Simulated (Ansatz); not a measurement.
# C2H2Cl2F2: how energies converge with the basis set

An exercise on one series of results from a longer session: the logs are not shown, and one member is left open.

Computed with Ansatz 0.2.0, Gaussian basis. Level: one geometry, several basis sets.

Plan: PBE0-D4/def2-SVP; ωB97M-V/def2-SVP; PBE0-D4/def2-QZVPP; ωB97M-V/def2-QZVPP; the functionals' def2-TZVPP values are taken from earlier runs.

### The geometry

An earlier PBE0-D4 in a triple-zeta def2 set relaxation fixed the geometry.

SMILES `FC(F)C(Cl)Cl`, 8 atoms, charge 0, spin multiplicity 1.

Atoms are counted from 1 here; the program's logs count them from 0.

Bond lengths: F1–C2 1.348 Å, C2–F3 1.348 Å, C2–C4 1.524 Å, C2–H7 1.094 Å, C4–Cl5 1.761 Å, C4–Cl6 1.761 Å, C4–H8 1.089 Å. Angles: F1–C2–F3 107.5°, F1–C2–C4 109.1°, F1–C2–H7 109.5°, F3–C2–C4 109.1°, F3–C2–H7 109.5°, C4–C2–H7 112.2°, C2–C4–Cl5 109.4°, C2–C4–Cl6 109.4°, C2–C4–H8 109.7°, Cl5–C4–Cl6 111.6°, Cl5–C4–H8 108.3°, Cl6–C4–H8 108.3°.

Set-up of the first run:

The input, in.yaml:

```yaml
crystal:
  periodic: [false, false, false]
  atoms:
    - {symbol: F, position_ang: [0.408233, -1.137637, 1.314555]}
    - {symbol: C, position_ang: [0.672884, -0.311415, 0.282298]}
    - {symbol: F, position_ang: [1.286894, -1.039984, -0.671847]}
    - {symbol: C, position_ang: [-0.639680, 0.230668, -0.271590]}
    - {symbol: Cl, position_ang: [-0.309882, 1.248264, -1.670125]}
    - {symbol: Cl, position_ang: [-1.486870, 1.117763, 0.991552]}
    - {symbol: H, position_ang: [1.340913, 0.487393, 0.617063]}
    - {symbol: H, position_ang: [-1.272502, -0.595061, -0.591906]}
basis:
  gaussian: {orbitals: def2-SVP}
hamiltonian: {xc: pbe0, dispersion: d4}
output: {orbitals: {seedname: orbitals}}
```

The run is started by

```sh
ansatz run in.yaml --threads 4 --pin off --events-out ev --progress --plain --max-ram 10444MiB
```

Steps of the session up to this table: PBE0-D4 in def2-SVP; ωB97M-V in def2-SVP; PBE0-D4 in def2-QZVPP; ωB97M-V in def2-QZVPP.

One of the session's tables, all rows but one given; the rest of the session is left out.

It belongs to the step «Density functionals: the series». 

| functional | basis | HOMO (eV) | LUMO (eV) |
| --- | --- | --- | --- |
| PBE0-D4 | def2-SVP | -8.95 | 0.30 |
| PBE0-D4 | def2-TZVPP | -9.11 | -0.27 |
| PBE0-D4 | def2-QZVPP | -9.16 | -0.49 |
| ωB97M-V | def2-SVP | -11.19 | 2.66 |
| ωB97M-V | def2-TZVPP | ? | ? |
| ωB97M-V | def2-QZVPP | -11.45 | 1.55 |

**Question.** Estimate the row for ωB97M-V, def2-TZVPP.

As computed: HOMO (eV): -11.39; LUMO (eV): 1.95. In the column «HOMO (eV)» it lies between ωB97M-V, def2-QZVPP (-11.45) and ωB97M-V, def2-SVP (-11.19).
